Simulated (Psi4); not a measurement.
# SiH2ClO (SMILES O[SiH]Cl): USVWN5/def2-TZVP

Aim: the energy change on altering one bond length of SiH2ClO at USVWN5/def2-TZVP, from 2 runs. Input form: a Python script.

The calculation is run with Psi4 1.11.

3 further runs of the same task are left out: 1 that didn't finish, 2 set aside as unsound or not needed.

### Step 1. The molecule

The species is SiH2ClO (5 atoms), meant as a doublet with charge 0. SMILES: `O[SiH]Cl`. Geometry: relaxed at PBE0-D4/def2-TZVP. This is one conformer, not always the lowest.

Bond lengths: O1–Si2 1.639 Å, Si2–Cl3 2.065 Å, O1–H4 0.959 Å, Si2–H5 1.488 Å. Angles: O1–Si2–Cl3 111.1°, O1–Si2–H5 105.3°, Cl3–Si2–H5 108.3°, Si2–O1–H4 118.3°.

### Step 2. The energy at USVWN5/def2-TZVP

Contents of clh2osi.xyz:

```xyz
5
ClH2OSi
O     -0.806100    -0.432000    -0.746500
Si    -0.092300     0.479800     0.414000
Cl     1.606600    -0.440800     1.143600
H     -1.024100    -1.343200    -0.540000
H      0.316000     1.736300    -0.271100
```

Contents of run.py:

```python
import psi4

psi4.set_memory(1600000000)
psi4.set_num_threads(1)
psi4.core.set_output_file('output.dat', False)

with open('clh2osi.xyz') as f:
    atoms = ''.join(f.readlines()[2:])
m = psi4.geometry('0 2\n' + atoms + 'symmetry c1\nno_reorient\nno_com')

psi4.set_options({
    'basis': 'def2-TZVP',
    'reference': 'uks',
    'puream': True,
    'e_convergence': 1e-09,
    'd_convergence': 1e-08,
    'scf_type': 'pk',
    'dft_radial_points': 99,
    'dft_spherical_points': 590,
    'maxiter': 200,
})

result, w = psi4.energy("scf", dft_functional={"name": "SVWN5", "x_functionals": {"LDA_X": {}}, "c_functionals": {"LDA_C_VWN": {}}}, molecule=m, return_wfn=True)
print(f'scf energy: {result:.10f} Eh')
for k, v in sorted(psi4.core.scalar_variables().items()):
    print(f'{k:45s} {v:18.10f}')
```

The run is started by

```sh
$ python run.py
```

output.dat (excerpt; [...] marks lines left out):

```text
[...]
  Running in c1 symmetry.
[...]
  Nuclear repulsion =  141.009384922701543
[...]
  Multiplicity = 2
[...]
  Nalpha       = 21
  Nbeta        = 20
[...]
    Number of basis functions: 117
[...]
   @UKS iter   1:  -822.76527233444926   -9.72978e-03   7.62610e-03 ADIIS/DIIS
[...]
   @UKS iter  13:  -823.04257813065055   -2.61480e-12   7.57414e-09 DIIS
[...]
   @S^2 Observed:                7.510221539E-01
[...]
    Orbital Energies [Eh]
    ---------------------
    Alpha Occupied:
       1A   -100.299880     2A    -65.164897     3A    -18.640055
       4A     -9.138008     5A     -6.993939     6A     -6.988464
       7A     -6.988151     8A     -5.065956     9A     -3.507914
      10A     -3.506804    11A     -3.504361    12A     -0.943286
      13A     -0.759495    14A     -0.536853    15A     -0.433220
      16A     -0.373790    17A     -0.352814    18A     -0.334397
      19A     -0.303691    20A     -0.297690    21A     -0.184125
    Alpha Virtual:
      22A     -0.035190    23A     -0.017653    24A      0.029160
      25A      0.034701    26A      0.116817    27A      0.127059
[...]
  @UKS Final Energy:  -823.04257813065055
   => Energetics <=
    Nuclear Repulsion Energy =            141.0093849227015426
    One-Electron Energy =               -1422.1848896737146788
    Two-Electron Energy =                 513.4296836055955282
    DFT Exchange-Correlation Energy =     -55.2967569852328751
    Empirical Dispersion Energy =           0.0000000000000000
    VV10 Nonlocal Energy =                  0.0000000000000000
    Total Energy =                       -823.0425781306505542
[...]
 Multipole Moments:
 ------------------------------------------------------------------------------------
     Multipole            Electronic (a.u.)      Nuclear  (a.u.)        Total (a.u.)
 ------------------------------------------------------------------------------------
 L = 1.  Multiply by 2.5417464519 to convert [e a0] to [Debye]
 Dipole X            :        -36.0494632           35.6460929           -0.4033703
 Dipole Y            :          6.9638195           -7.2552255           -0.2914060
 Dipole Z            :        -34.8684749           34.8731949            0.0047199
 Magnitude           :                                                    0.4976418
[...]
```

On the terminal:

```text
scf energy: -823.0425781307 Eh
CURRENT ENERGY                                   -823.0425781307
CURRENT REFERENCE ENERGY                         -823.0425781307
DD SOLVATION ENERGY                                 0.0000000000
DFT FUNCTIONAL TOTAL ENERGY                      -823.0425781307
DFT TOTAL ENERGY                                 -823.0425781307
DFT VV10 ENERGY                                     0.0000000000
DFT XC ENERGY                                     -55.2967569852
GRID ELECTRONS ALPHA                               21.0000004506
GRID ELECTRONS BETA                                20.0000004621
GRID ELECTRONS TOTAL                               41.0000009126
NUCLEAR REPULSION ENERGY                          141.0093849227
ONE-ELECTRON ENERGY                             -1422.1848896737
PCM POLARIZATION ENERGY                             0.0000000000
PE ENERGY                                           0.0000000000
SCF ITERATION ENERGY                             -823.0425781307
SCF ITERATIONS                                     13.0000000000
SCF TOTAL ENERGY                                 -823.0425781307
TWO-ELECTRON ENERGY                               513.4296836056
XC GRID RADIAL POINTS                              99.0000000000
XC GRID SPHERICAL POINTS                          590.0000000000
XC GRID TOTAL POINTS                           278826.0000000000
```

Wall time 16 s (1 thread of Intel Xeon 6975P-C (Granite Rapids), shared host); peak memory 0.68 GiB.

### Step 3. The distorted shape: energy and gradient at USVWN5/def2-TZVP

Contents of clh2osi.xyz:

```xyz
5
ClH2OSi
O     -1.655571     0.028311    -1.111309
Si    -0.941771     0.940111     0.049191
Cl     1.606600    -0.440800     1.143600
H     -1.873571    -0.882889    -0.904809
H     -0.533471     2.196611    -0.635909
```

Contents of clh2osi.py:

```python
import psi4

psi4.set_memory('1600 MB')
psi4.set_num_threads(1)
psi4.core.set_output_file('output.dat', False)

with open('clh2osi.xyz') as f:
    atoms = ''.join(f.readlines()[2:])
mol = psi4.geometry('0 2\n' + atoms + 'symmetry c1')

psi4.set_options({
    'basis': 'def2-TZVP',
    'reference': 'uks',
    'puream': True,
    'e_convergence': 1e-09,
    'd_convergence': 1e-08,
    'scf_type': 'pk',
    'dft_radial_points': 99,
    'dft_spherical_points': 590,
    'maxiter': 200,
})

E, wfn = psi4.gradient('scf', dft_functional={"name": "SVWN5", "x_functionals": {"LDA_X": {}}, "c_functionals": {"LDA_C_VWN": {}}}, molecule=mol, return_wfn=True)
psi4.oeprop(wfn, 'DIPOLE', 'WIBERG_LOWDIN_INDICES', 'MULLIKEN_CHARGES', title='SCF')
print('gradient / Eh bohr^-1')
print(E.np.round(6))
print(f'energy = {wfn.energy():.10f} Eh')
```

The run is started by

```sh
$ python clh2osi.py
```

output.dat (excerpt; [...] marks lines left out):

```text
[...]
  Running in c1 symmetry.
[...]
  Nuclear repulsion =  113.915257946191787
[...]
  Multiplicity = 2
[...]
  Nalpha       = 21
  Nbeta        = 20
[...]
    Number of basis functions: 117
[...]
   @UKS iter   1:  -822.66789090158693   -2.57857e-01   7.70154e-03 DIIS/ADIIS
[...]
   @UKS iter  15:  -822.95791294505580   -2.00089e-11   9.62232e-09 DIIS
[...]
   @S^2 Observed:                7.531940052E-01
[...]
  @UKS Final Energy:  -822.95791294505580
   => Energetics <=
    Nuclear Repulsion Energy =            113.9152579461917867
    One-Electron Energy =               -1368.0752241621526082
    Two-Electron Energy =                 486.3534221722835582
    DFT Exchange-Correlation Energy =     -55.1513689013785466
    Empirical Dispersion Energy =           0.0000000000000000
    VV10 Nonlocal Energy =                  0.0000000000000000
    Total Energy =                       -822.9579129450557957
[...]
  -Total Gradient:
     Atom            X                  Y                   Z
    ------   -----------------  -----------------  -----------------
       1       -0.010201720910    -0.022975569629    -0.003515518404
       2       -0.023717381774     0.031651007626    -0.014266392132
       3        0.031811762284    -0.016877570150     0.014056034500
       4        0.003684207178     0.014944175572    -0.003268463384
       5       -0.001573345712    -0.006757997980     0.006992529212
[...]
 Multipole Moments:
 ------------------------------------------------------------------------------------
     Multipole            Electronic (a.u.)      Nuclear  (a.u.)        Total (a.u.)
 ------------------------------------------------------------------------------------
 L = 1.  Multiply by 2.5417464519 to convert [e a0] to [Debye]
 Dipole X            :          1.8867421           -3.7670356           -1.8802935
 Dipole Y            :         -1.0346759            1.5014716            0.4667956
 Dipole Z            :          2.0672173           -2.7639794           -0.6967621
 Magnitude           :                                                    2.0588539
[...]
```

The script printed:

```text
gradient / Eh bohr^-1
[[-0.010202 -0.022976 -0.003516]
 [-0.023717  0.031651 -0.014266]
 [ 0.031812 -0.016878  0.014056]
 [ 0.003684  0.014944 -0.003268]
 [-0.001573 -0.006758  0.006993]]
energy = -822.9579129451 Eh
```

It took 23 s on 1 thread of Intel Xeon 6975P-C (Granite Rapids), shared host; peak memory 0.67 GiB.

### Step 4. Results

At USVWN5/def2-TZVP:

| quantity | value |
| --- | --- |
| first shape: total energy | -823.04258 Eh |
| first shape: dipole moment | 1.26 D |
| first shape: HOMO energy (highest over α and β) | -5.01 eV |
| first shape: LUMO energy (lowest over α and β) | -3.79 eV |
| first shape: ⟨S²⟩ | 0.751 |
| distorted shape: total energy | -822.95791 Eh |
| distorted shape: dipole moment | 5.23 D |
| distorted shape: HOMO energy (highest over α and β) | -6.29 eV |
| distorted shape: LUMO energy (lowest over α and β) | -5.58 eV |
| distorted shape: ⟨S²⟩ | 0.753 |
| distorted shape: largest force on an atom | 2.162 eV/Å |
| energy change with the Si2–Cl3 bond stretched from 2.065 to 3.098 Å | 2.304 eV |

**Reading.** With the Si2–Cl3 bond stretched from 2.065 to 3.098 Å the energy rises by 2.30 eV (222 kJ/mol). The first shape isn't relaxed at this level, so the change isn't measured from a minimum.
